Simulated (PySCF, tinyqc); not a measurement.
CIS and TDHF on RHF in the sto-3g basis, for LiH, spin multiplicity 1, step by step. The lowest restricted solution is unstable here: a spin-polarised one lies 0.0107 hartree lower (PySCF). One step of it, computed by the program tinyqc.

Problem. TDHF (RPA) singlet states. B(ia,jb) = 2 (ia|jb) - (ib|ja); the squared energies are the eigenvalues of (A - B)(A + B); 1 hartree = 27.211386 eV.

CIS matrix A, singlet (hartree):
```
           1>3       1>4       1>5        1>6        2>3       2>4       2>5        2>6
1>3   2.094645  0.000000  0.000000  -0.034907   0.007782  0.000000  0.000000   0.011228
1>4   0.000000  2.152932  0.000000   0.000000   0.000000  0.018080  0.000000   0.000000
1>5   0.000000  0.000000  2.152932   0.000000   0.000000  0.000000  0.018080   0.000000
1>6  -0.034907  0.000000  0.000000   2.402180   0.007869  0.000000  0.000000   0.002219
2>3   0.007782  0.000000  0.000000   0.007869   0.132611  0.000000  0.000000  -0.036053
2>4   0.000000  0.018080  0.000000   0.000000   0.000000  0.187445  0.000000   0.000000
2>5   0.000000  0.000000  0.018080   0.000000   0.000000  0.000000  0.187445   0.000000
2>6   0.011228  0.000000  0.000000   0.002219  -0.036053  0.000000  0.000000   0.436145
```

Two-electron integrals over orbitals (pq|rs), unique and non-zero (hartree):
```
(11|11) 1.659405    (21|11) -0.097683   (21|21) 0.009898    (22|11) 0.303914
(22|21) 0.002194    (22|22) 0.441501    (31|11) -0.142272   (31|21) 0.010711
(31|22) -0.010367   (31|31) 0.022032    (32|11) 0.033105    (32|21) -0.002510
(32|22) -0.063524   (32|31) -0.000348   (32|32) 0.025379    (33|11) 0.388818
(33|21) -0.008478   (33|22) 0.212238    (33|31) 0.000644    (33|32) 0.016261
(33|33) 0.324455    (41|41) 0.009802    (42|41) 0.007280    (42|42) 0.020941
(43|41) 0.010417    (43|42) 0.020818    (43|43) 0.041390    (44|11) 0.396344
(44|21) -0.003520   (44|22) 0.238800    (44|31) -0.005073   (44|32) 0.016632
(44|33) 0.278410    (44|44) 0.312946    (51|51) 0.009802    (52|51) 0.007280
(52|52) 0.020941    (53|51) 0.010417    (53|52) 0.020818    (53|53) 0.041390
(54|54) 0.016869    (55|11) 0.396344    (55|21) -0.003520   (55|22) 0.238800
(55|31) -0.005073   (55|32) 0.016632    (55|33) 0.278410    (55|44) 0.279207
(55|55) 0.312946    (61|11) 0.067403    (61|21) -0.008884   (61|22) -0.007142
(61|31) -0.004386   (61|32) 0.002859    (61|33) 0.011636    (61|44) 0.001630
(61|55) 0.001630    (61|61) 0.010627    (62|11) -0.084624   (62|21) 0.001134
(62|22) 0.105124    (62|31) 0.004539    (62|32) -0.048644   (62|33) -0.017670
(62|44) -0.040714   (62|55) -0.040714   (62|61) 0.001354    (62|62) 0.131856
(63|11) 0.026134    (63|21) -0.002150   (63|22) -0.061235   (63|31) 0.003918
(63|32) 0.021114    (63|33) 0.037057    (63|44) 0.010104    (63|55) 0.010104
(63|61) 0.004627    (63|62) -0.042152   (63|63) 0.034195    (64|41) -0.005617
(64|42) -0.017909   (64|43) -0.011241   (64|64) 0.018792    (65|51) -0.005617
(65|52) -0.017909   (65|53) -0.011241   (65|65) 0.018792    (66|11) 0.348589
(66|21) 0.000488    (66|22) 0.411774    (66|31) -0.010353   (66|32) -0.050501
(66|33) 0.239072    (66|44) 0.255658    (66|55) 0.255658    (66|61) -0.005267
(66|62) 0.088324    (66|63) -0.047128   (66|66) 0.405406
```

Give: TDHF matrix B, singlet; squared energies w^2; TDHF energies from the positive w^2.

Solution.

TDHF matrix B, singlet (hartree):
```
        1>3    1>4    1>5     1>6     2>3    2>4    2>5     2>6
1>3   0.022  0.000  0.000  -0.004   0.000  0.000  0.000   0.006
1>4   0.000  0.010  0.000   0.000   0.000  0.007  0.000   0.000
1>5   0.000  0.000  0.010   0.000   0.000  0.000  0.007   0.000
1>6  -0.004  0.000  0.000   0.011   0.001  0.000  0.000   0.001
2>3   0.000  0.000  0.000   0.001   0.025  0.000  0.000  -0.049
2>4   0.000  0.007  0.000   0.000   0.000  0.021  0.000   0.000
2>5   0.000  0.000  0.007   0.000   0.000  0.000  0.021   0.000
2>6   0.006  0.000  0.000   0.001  -0.049  0.000  0.000   0.132
```

squared energies w^2 (hartree^2): 0.016  0.035  0.035  0.172  4.371  4.636  4.636  5.789

TDHF energies from the positive w^2 (eV): 3.395  5.064  5.064  11.286  56.891  58.588  58.588  65.473
